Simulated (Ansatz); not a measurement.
I need a rigid torsion scan of C3H4Cl2, SMILES CC(Cl)=CCl. Use the Python package of Ansatz (0.2.0). Level of theory (for the species named): PBE, def2-SVP basis, multiplicity 1.

```xyz
9

C    -0.2154   -1.0598   -0.5157
C     0.4802    0.1538    0.0245
Cl    2.1693    0.0875   -0.2401
C     0.0510    1.2233    0.6665
Cl   -1.6812    1.4527    0.9943
H    -1.3425   -0.9347   -0.3599
H    -0.0807   -1.0892   -1.6050
H     0.1226   -1.9265   -0.0692
H     0.5851    2.0466    1.0876
```

`torsion_c3h4cl2.py`
```python
"""Rigid torsion scan of C3H4Cl2."""

import ansatz
from ase import Atoms

atoms = Atoms(["C", "C", "Cl", "C", "Cl", "H", "H", "H", "H"], positions=[
    (-0.2154, -1.0598, -0.5157),
    (0.4802, 0.1538, 0.0245),
    (2.1693, 0.0875, -0.2401),
    (0.051, 1.2233, 0.6665),
    (-1.6812, 1.4527, 0.9943),
    (-1.3425, -0.9347, -0.3599),
    (-0.0807, -1.0892, -1.605),
    (0.1226, -1.9265, -0.0692),
    (0.5851, 2.0466, 1.0876),
])

# start the scan from a relaxed geometry
first = (
    ansatz.Crystal.molecule_from_ase(atoms).calculation()
    .basis(gaussian="def2-SVP")
    .functional("PBE")
    .relax(force_tolerance=0.02, max_steps=80)
)
atoms.positions = first.run().report["positions_ang"]

start = atoms.get_dihedral(0, 1, 3, 4)
energies = {}
for turn in range(0, 360, 30):
    turned = atoms.copy()
    turned.set_dihedral(0, 1, 3, 4, start + turn, indices=[3, 4, 8])
    calculation = (
        ansatz.Crystal.molecule_from_ase(turned).calculation()
        .basis(gaussian="def2-SVP")
        .functional("PBE")
    )
    energies[round((start + turn) % 360)] = calculation.run().report["free_energy_ev"]
floor = min(energies.values())
print("dihedral C0-C1-C3-Cl4 (deg)   E - E(min) (eV)")
for angle, e in sorted(energies.items()):
    print(f"{angle:8d} {(e - floor):14.3f}  " + "#" * int(30 * (e - floor) / max(max(energies.values()) - floor, 1e-9)))
```

```console
$ python torsion_c3h4cl2.py
dihedral C0-C1-C3-Cl4 (deg)   E - E(min) (eV)
       0          0.000
      30          0.404  ###
      60          1.582  #############
      90          3.398  ##############################
     120          1.621  ##############
     150          0.459  ####
     180          0.058
     210          0.460  ####
     240          1.624  ##############
     270          3.394  #############################
     300          1.579  #############
     330          0.402  ###
```

The lowest point is at 0° and the highest at 90°, 3.398 eV (327.9 kJ/mol) above it, with the rest of the molecule held.

The scan is rigid and the energies are electronic, in a modest basis. With rigid groups the curve can differ much from the relaxed path, the start wasn't checked as a minimum of this torsion, and equivalent turns needn't return to the same energy. The whole script took 59 s on 1 thread of Arm Neoverse V2, on a shared host, peak memory 0.2 GiB.
